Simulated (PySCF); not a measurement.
Computed NMR parameters against published values

Bonds (- single, = double, # triple, : aromatic): C1-C2 1.513 Å, C2-F3 1.357 Å, C2-F4 1.357 Å. C1 carries H5, H6, H7; C2 carries H8.

The experiment to reproduce: σ ¹⁹F F3/F4 306.0 ppm (measured; gas, 300 K; M. E. Harding, PhD thesis, Mainz 2008 (Harding, Lenhart, Auer, Gauss, JCP 2008, 128, 244111)).
δ ¹⁹F F3/F4 -110.0 ppm (measured; G. Saielli, R. Bini, A. Bagno, Computational 19F NMR. 2. Organic compounds, RSC Adv. 2014, ESI (exp. from Berger-Braun-Kalinowski 1994 and Everett 1995)). Coupling constants: ¹J(C2,F3) -233.5 Hz, ²J(C1,F3) 22.5 Hz, ¹J(C2,H8) 187.9 Hz, ¹J(C1,H5) 127.9 Hz, ³J(H5,H8) 4.5 Hz.

[PySCF 2.14: PBE0/pcSseg-1 with gauge-including orbitals; geometry from GFN2-xTB; J couplings at B3LYP/pcJ-1; no solvent; fast rotation and ring inversion assumed for equivalent nuclei; relativity neglected; one conformer]

What does the calculation give, and how does it compare?

Answers


Reference values: measured (gas, 300 K; M. E. Harding, PhD thesis, Mainz 2008 (Harding, Lenhart, Auer, Gauss, JCP 2008, 128, 244111)).
| atoms | quantity | reference | computed |
| --- | --- | --- | --- |
| F3/F4 | σ ¹⁹F | 306.0 | 302.0 |

Reference values: measured (G. Saielli, R. Bini, A. Bagno, Computational 19F NMR. 2. Organic compounds, RSC Adv. 2014, ESI (exp. from Berger-Braun-Kalinowski 1994 and Everett 1995)).
| atoms | quantity | reference | computed | computed, scaled |
| --- | --- | --- | --- | --- |
| F3/F4 | δ ¹⁹F vs CFCl3 | -110.0 | -131.0 | -111.8 |

Absolute shieldings are compared as such; zero-point and thermal motion, absent here, lowers them by some tenths of a ppm for H, a few ppm for C and up to about 10 ppm for F.

Computed shifts are σ(ref) − σ with the named reference compound (TMS for H and C) calculated as an isolated molecule at the same level. The measured values may be among those fitted. Shieldings were converted by a linear fit to measured shifts: ¹⁹F (scatter 6.0 ppm rms, 7.0 ppm with the 5 outliers that the fit left out vs CFCl3, solution or neat liquid, with a term for F on sp3 carbon). Occasional misses reach two or three times the rms, and more in compound classes unlike the fitted ones.

Coupling constants in Hz:
| coupling | reference | computed | source |
| --- | --- | --- | --- |
| ¹J(C2,F3) | -233.5 | -297.8 | measured; solution; Gryff-Keller and Szczecinski, RSC Adv. 2016, 6, 82783 |
| ²J(C1,F3) | 22.5 | 21.6 | measured; solution; Gryff-Keller and Szczecinski, RSC Adv. 2016, 6, 82783 |
| ¹J(C2,H8) | 187.9 | 185.1 | measured; solution; Gryff-Keller and Szczecinski, RSC Adv. 2016, 6, 82783 |
| ¹J(C1,H5) | 127.9 | 135.0 | measured; solution; Gryff-Keller and Szczecinski, RSC Adv. 2016, 6, 82783 |
| ³J(H5,H8) | 4.5 | 4.9 | measured; solution (compiled); Pretsch, Buehlmann, Badertscher, Structure Determination of Organic Compounds, 4th ed., Springer 2009 |

7 of the 12 published NMR values on file for this molecule are compared. The rest: values from further sources, other calculations.
